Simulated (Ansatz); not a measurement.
**BH2, doublet along the scale of all distances**

Starting geometry (PBE0/def2-TZVP stationary point for this spin, not checked as a minimum):

```xyz
3

B     0.0000   -0.0800    0.0000
H     0.0000    0.4291   -1.0770
H     0.0000    0.4291    1.0770
```

From there all distances are scaled together; atoms are numbered as listed. Energies are in eV, counted from the starting geometry at the same level.

Basis aug-cc-pVDZ; Ansatz 0.2.0. Correlated methods freeze the noble-gas cores. R marks a restricted (for open shells ROHF) determinant, U an unrestricted one. Active spaces: valence = (5e, 6o) chosen from the atoms' valence shells.

Unrestricted rows (U) aren't spin-pure: their determinants' ⟨S²⟩ exceeds S(S+1) by up to 0.91, so they mix in states of higher spin. Coupled cluster chose its determinant by trial CCSD, here up to 0.81 eV above the lowest Hartree–Fock solution of its kind. Runs in a small pair space aren't shown, since their orbitals change along the scan. A value is left out where its run failed or describes another state than the reference as far as symmetry and spin tell, or, spin-broken singlets apart, can't be checked.

Full CI is exact within this basis and frozen core; it isn't the basis-set limit. The frozen core follows each run's orbitals, which can shift R against U totals by a few meV.

| scale of all distances | full CI | unpaired electrons (full CI) | error UHF | error RCCSD(T) | error RCCSDT | error UCCSDT | error CASSCF (valence space) | error MRCISD (valence space) |
| --- | --- | --- | --- | --- | --- | --- | --- | --- |
| 0.871 | 0.884 | 1.02 | -0.079 | -0.003 | 0.000 | 0.000 | 0.061 | 0.003 |
| 1.000 | 0.000 | 1.02 | 0.000 | 0.000 | 0.000 | 0.000 | 0.000 | 0.000 |
| 1.139 | 0.418 | 1.03 | 0.119 | 0.005 | 0.000 | 0.000 | -0.089 | 0.000 |
| 1.324 | 1.804 | 1.06 | 0.345 | 0.016 | 0.001 | 0.001 | -0.218 | 0.002 |
| 1.520 | 3.381 | 1.14 | 0.591 | 0.038 | 0.003 | 0.003 | -0.338 | 0.001 |
| 1.778 | 4.911 | 1.33 | 0.422 | 0.067 | 0.006 | 0.004 | -0.449 | -0.004 |
| 2.014 | 5.729 | 1.60 | 0.079 | 0.072* | 0.007* | 0.005 | -0.517 | -0.011 |
| 2.369 | 6.393 | 2.13 | -0.363 | – | – | 0.008 | -0.597 | -0.020 |

An asterisk marks runs whose energy the program itself flagged as in doubt.

Unpaired electrons are Σ n²(2−n)² over natural occupations. Errors are those of relative energies. In total energy the starting point itself misses full CI by: UHF 2.466, RCCSD(T) 0.012, RCCSDT 0.001, UCCSDT 0.000, CASSCF (valence space) 1.582, MRCISD (valence space) 0.046 eV.

Spread of the error over the points with a reference, to 2.369 (largest less smallest): RCCSDT 0.007 (7 of 8 points), UCCSDT 0.008, MRCISD (valence space) 0.023, RCCSD(T) 0.074 (7 of 8 points), CASSCF (valence space) 0.658, UHF 0.954 eV.

Going outwards, the relative energy of RCCSD(T) first misses by more than 0.043 eV (1 kcal/mol) at 1.778.

Going outwards, the relative energy of CASSCF (valence space) first misses by more than 0.043 eV (1 kcal/mol) at 1.139.

CASSCF lacks dynamic correlation, of which the bound molecule has more, so its curve rises 0.597 eV too little out to 2.369.
